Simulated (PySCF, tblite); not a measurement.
**C₂H₂LiO₅+, an ion with solvent molecules: NMR shifts, interaction energy, spin-spin couplings and core binding energies**

What NMR shifts, interaction energy, spin-spin couplings and core binding energies should one expect for `[Li+]` with 2 × `O=C=O` with `O`?

Computed with tblite 0.8.0 and PySCF 2.14.0; each step states its level. No surroundings beyond the atoms listed, unless a continuum is named. Atoms count from 0, parts from 1.

## Step 1: The system as given

10 atoms, charge 1, multiplicity 1; geometry: rigid parts in contact. Parts: 1 = atom 0, `[Li+]`, charge 1; 2 = atoms 1–3, `O=C=O`, charge 0; 3 = atoms 4–6, `O`, charge 0; 4 = atoms 7–9, `O=C=O`, charge 0.

## Step 2: Bringing the parts together with GFN2-xTB

Job settings and geometry (Å):

```
{"job": {"kind": "dock", "xc": "GFN2-xTB", "basis": "xTB"}, "charge": 1, "multiplicity": 1, "parts": [{"atoms": "0-0", "charge": 1, "multiplicity": 1}, {"atoms": "1-3", "charge": 0, "multiplicity": 1}, {"atoms": "4-6", "charge": 0, "multiplicity": 1}, {"atoms": "7-9", "charge": 0, "multiplicity": 1}]}
Li    -0.274491    -0.066514     0.610265
O      0.509312    -0.484110     2.213118
C      0.689439    -0.880446     3.286458
O      0.846366    -1.271232     4.333501
O     -1.841217    -0.745714     0.167915
H     -2.485514    -0.418512    -0.469935
H     -2.257959    -1.558229     0.496319
O     -3.825335    -5.232588     1.117124
C     -3.362547    -4.201151     1.184104
O     -2.889122    -3.151338     1.227696
```

With the program's defaults for keys left out, this is: GFN2-xTB search for minima from random contacts, gas phase.

Command:

```console
$ OMP_NUM_THREADS=1 python cluster_run.py task.json out
```

This one command runs all jobs of the session in turn.

**Question.** The jobs that follow are: PBE0-D3(BJ)/def2-SVPD geometry optimisation, gas phase; GIAO PBE0/pcSseg-1 NMR shielding, non-relativistic, gas phase; wB97M-D3(BJ)/def2-SVPD interaction energy, counterpoise and uncorrected, gas phase; PBE0-D3(BJ)/def2-SVPD interaction energy, counterpoise and uncorrected, gas phase; B3LYP/pcJ-1 indirect spin-spin coupling, non-relativistic, gas phase; delta-SCF UKS SCAN, pcX-2 on the ionised atom, pcseg-1 elsewhere, spin-free X2C. Predict: binding energy (GFN2-xTB); rotational constants (main isotopes); shieldings of C, H, Li, O (PBE0/pcSseg-1, a mean where the table joins atoms); largest proton shift on binding; interaction energy, counterpoise (wB97M-D3(BJ)/def2-SVPD); superposition error; binding energy (with deformation); largest coupling of the table (B3LYP/pcJ-1); O1s binding energies, SCAN/pcX-2 (standing for 3 of 5 atoms); Li1s binding energies, SCAN/pcX-2.

The runs gave:

| quantity | value |
| --- | --- |
| binding energy (GFN2-xTB) | -80.55 kcal/mol (rough: tight binding is poor for bare ions) |
| rotational constants (main isotopes) | 2.23, 0.76, 0.57 GHz |
| shieldings of C, H, Li, O (PBE0/pcSseg-1, a mean where the table joins atoms) | C2 55.3, H5 28.6, Li0 93.3, O3 181.3, O1 244.7, O4 332.2 ppm |
| largest proton shift on binding | H5, +2.32 ppm |
| interaction energy, counterpoise (wB97M-D3(BJ)/def2-SVPD) | -66.23 kcal/mol |
| superposition error | 1.71 kcal/mol |
| binding energy (with deformation) | -65.39 kcal/mol |
| largest coupling of the table (B3LYP/pcJ-1) | 1J(O,H) O4–H5, -96.9 Hz (mean over like pairs) |
| O1s binding energies, SCAN/pcX-2 (standing for 3 of 5 atoms) | O9 545.97, O4 545.52 eV |
| Li1s binding energies, SCAN/pcX-2 | Li0 68.55 eV |
| range of the interaction energy over the runs of this table | -66.61 to -66.23 kcal/mol |

**Reading.** On relaxing, metal atoms bound new neighbours (Li0–O9). At its xTB geometry the search ends with the contact Li0···O4 (bond, 1.80 Å); 6 starts can't prove it the lowest minimum. Further contacts there: Li0···O1 (bond, 1.89 Å), Li0···O9 (bond, 1.89 Å). A later relaxation moves these distances. The start of the PBE0/def2-SVPD relaxation was shaken at random by about 0.01 Å, so part of the energy gained, and of the first lengths quoted, undoes that. The optimisation took 5 steps and gained 0.199 eV; among the close pairs (by a distance rule), Li0–O1 changed most, from 1.867 to 1.939 Å. No frequency check was run at this level, so the end point may be a saddle. On binding (GIAO PBE0/pcSseg-1 NMR shielding, non-relativistic, gas phase), H5 moves most among the protons, 2.32 ppm downfield. The attractive terms split as electrostatic 62 %, orbital 36 %, dispersion 2 %, against 20.83 kcal/mol of Pauli repulsion. In the run at B3LYP/pcJ-1, the largest coupling of the table is O4–H5 (mean over like pairs), -96.9 Hz, of which the Fermi-contact term gives -86.0 Hz. At SCAN/pcX-2: The O1s levels kept as sound span 0.45 eV, from O4 (oxygen bonded to Li, 2 H) up to O9 (oxygen bonded to C, Li). Only 3 of the 5 O atoms are covered by sound results. Binding moves the O1s level of O4 by +5.77 eV. The interaction energy runs from -66.61 (PBE0-D3(BJ)/def2-SVPD) to -66.23 kcal/mol (wB97M-D3(BJ)/def2-SVPD).
